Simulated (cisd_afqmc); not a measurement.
Input (AFQMC/CISD/aug-cc-pVTZ; cisd_afqmc is a phaseless AFQMC code with CISD trial states that reads the integrals written by Ansatz):

Ansatz 0.2 input:
```python
import cisd_afqmc

open("ham.yaml", "w").write("""\
crystal:
  periodic: [false, false, false]
  atoms:
    - {symbol: F, position_ang: [0.00000000, 0.00000000, 0.00000000]}
basis:
  gaussian:
    orbitals: aug-cc-pVTZ
magnetization: {spin_polarized: true, initial_magnetization: 1}
correlation: {method: ccsd, electrons: outside_noble_gas, hamiltonian_folder: ham}
scf: {lower_state_search: full}
""")
rep = cisd_afqmc.ansatz("ham.yaml")
e_ccsd = rep["correlation"]["coupled_cluster"]["energy"]["hartree"]
out = cisd_afqmc.run("ham", e_ccsd, trial="CISD", walkers=2000, populations=1, threads=12, dt=0.005, steps=40, early=24, settle=10, least=100,
    cut=5e-5, rank_cut=2e-4, target=0.0004, seconds=1000, seed=4, memory=62639, gpu=True)
```

Output:

```
orbitals 45, occupied [4, 3], factors 224 of 288, rank of the doubles 184 of 290
E(HF) = -99.406879
E(CCSD) on the cut factors = -99.623443, shift to the whole factors -0.000009
Energy of the trial state on the determinant = -99.623377
  tau behind 7.2 of longer steps, mean of the populations' last blocks
   2.0  -99.62812
   4.0  -99.62783
   6.0  -99.62799
   8.0  -99.62778
  10.0  -99.62783
  12.0  -99.62824
  14.0  -99.62800
  16.0  -99.62786
  18.0  -99.62777
  20.0  -99.62731
  22.0  -99.62818
blocks 98 (2 outliers left out), error by blocks joined: 1: 0.00005, 2: 0.00005, 4: 0.00005, 8: 0.00004
E(AFQMC/CISD) = -99.62790 +/- 0.00005
```
